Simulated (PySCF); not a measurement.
## One elementary step

Start structure (SiH₄O₂, singlet), relaxed at PBE0-D4/def2-TZVP:

Si1  (-0.097, 0.025, 0.432)
O2  (-0.188, 1.342, -0.544)
O3  (0.366, -1.340, -0.354)
H4  (1.256, -1.373, -0.707)
H5  (-1.420, -0.323, 0.999)
H6  (0.888, 0.417, 1.467)
H7  (-0.853, 1.339, -1.233)
(Å)

The step: SiH₄O₂ ([OH][SiH2][OH]) → SiH₂O ([O][SiH2]) + H₂O (still joined by a long Si–O bond); bonds formed: O2–H4; bonds broken: O3–H4; bonds weakened to dative contacts: Si1–O2. PySCF 2.14 with density fitting (its default auxiliary sets; JK sets also for MP2 and CCSD(T)); basis: def2-TZVPP and def2-QZVPP; cores frozen in the correlated methods. Extrapolation: Hartree–Fock as exp(−7.88 √X), correlation as X^−2.97. Energies below are by CCSD(T) at an estimated basis limit (MP2 extrapolated from triple and quadruple zeta, plus CCSD(T) − MP2 in triple zeta).

Question: What are the electronic barrier and the energy of the step, from the start structure to the end structure? (To be estimated.)

Answer: By the calculation: Barrier 54.23 kcal/mol; step energy 52.00 kcal/mol (uphill); reverse barrier, their difference, 2.23 kcal/mol. Barrier and step energy count from the start structure, the reverse barrier from the end structure.

The saddle point: One imaginary mode of 558i cm⁻¹.
```
  pair  start (Å)  saddle (Å)  end (Å)
 O2–H4       3.08        1.07     0.98
Si1–O2       1.64        1.87     1.96
 O3–H4       0.96        1.58     2.17
```

Zero-point energy (harmonic, PBE0-D4): ZPE is 28.65 kcal/mol at the start and 26.99 kcal/mol at the saddle, so the barrier goes from 54.23 to 52.57 kcal/mol.

First-order rate constant out of the start structure at 698 K by transition-state theory, with harmonic vibrational free energies alone and no tunnelling: ΔA‡ = 54.49 kcal/mol, so k = (kB T/h) exp(−ΔA‡/kB T) ≈ 10^-4 s⁻¹ (an order of magnitude at best: rotation, the number of equivalent paths and anharmonicity are left out).

No T1 diagnostic of these runs exceeds 0.017.

Labels in which every atom is bracketed show which atoms are joined, not bond orders.

For scale, one of the runs: CCSD(T)/def2-TZVPP, 160 basis functions, launched by `OMP_NUM_THREADS=4 python run.py`. The run took 41 s on 4 CPU threads of an AMD EPYC 9B45 (shared host), with 1.2 GiB of host memory at its peak.
